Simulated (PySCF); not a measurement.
Geometries of 2 isomers of C4H5F, from PySCF, PBE0-D3(BJ)/def2-SVP geometry optimisation, gas phase. One conformer each, no zero-point energy, no frequencies.

**Question.** Which isomer lies lower at this level?
A.
```xyz
10
angstrom
C     -1.798   -0.187    0.346
C     -0.653   -0.137   -0.345
C      0.645    0.122    0.260
C      1.814    0.185   -0.385
F      0.607    0.306    1.584
H     -1.810   -0.031    1.427
H     -2.749   -0.385   -0.152
H     -0.644   -0.293   -1.427
H      1.849    0.034   -1.464
H      2.739    0.386    0.156
```
B.
```xyz
10
angstrom
C      2.379   -0.375    0.310
C      1.245   -0.327   -0.110
C     -0.133   -0.254   -0.571
C     -1.059    0.338    0.481
F     -2.340    0.353   -0.001
H      3.390   -0.423    0.669
H     -0.195    0.358   -1.487
H     -0.498   -1.259   -0.839
H     -1.028   -0.264    1.404
H     -0.755    1.369    0.728
```

**Answer.** A. That is `C=CC(=C)F`, 21.8 kcal/mol below the other.

```json
{"SMILES": "C=CC(=C)F", "atoms numbered as above": "[CH2:1]=[CH:2][C:3](=[CH2:4])[F:5]", "E (Eh)": "-254.75945", "relative (kcal/mol)": "0.0", "relative (kJ/mol)": "0.0", "dipole (D)": "1.29"}
{"SMILES": "C#CCCF", "atoms numbered as above": "[CH:1]#[C:2][CH2:3][CH2:4][F:5]", "E (Eh)": "-254.72477", "relative (kcal/mol)": "21.8", "relative (kJ/mol)": "91.1", "dipole (D)": "1.12"}
```

As drawn, the lower has a C=C bond outside aromatic rings, which the higher lacks; the higher has a C≡C bond, which the lower lacks.
